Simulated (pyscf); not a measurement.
PySCF, gas phase, ωB97X-D3(BJ)/def2-SVP geometries. MP2 and CC: frozen core, UHF for open shells. ΔMP2 is the change of the MP2 total energy from the triple- to the quadruple-zeta basis.

Task: Estimate the classical barrier height and the reaction energy of F–CH(F)–Cl (SMILES FC(F)Cl) + H• (SMILES [H]) -> F–CH₂–F (SMILES FCF) + Cl• (SMILES [Cl]) at CCSD(T)/def2-TZVPP + ΔMP2(QZVPP). The step runs on the doublet surface, breaks C–Cl and forms C–H; take the separated reactants as zero.

Result: ΔE‡ = 170.1 kJ/mol, ΔE = -89.1 kJ/mol. Zero-point energy shifts the barrier by +5.5 kJ/mol. It is a substitution at C, with an imaginary mode of 1710i cm⁻¹. The same reactants have a lower exit, to F–CH•–F + HCl (barrier +49.2 kJ/mol at ωB97M-D3(BJ), against +164.6 kJ/mol here). This is the saddle that the search found; another between the same sides may lie lower. The angle at the attacked C is 153°. The CCSD(T) − MP2 part came from Ansatz, without density fitting, on the same reference. A UHF reference is spin-contaminated (<S²> up to 0.86), which harms MP2 most. Left out: the spin-orbit lowering of Cl.
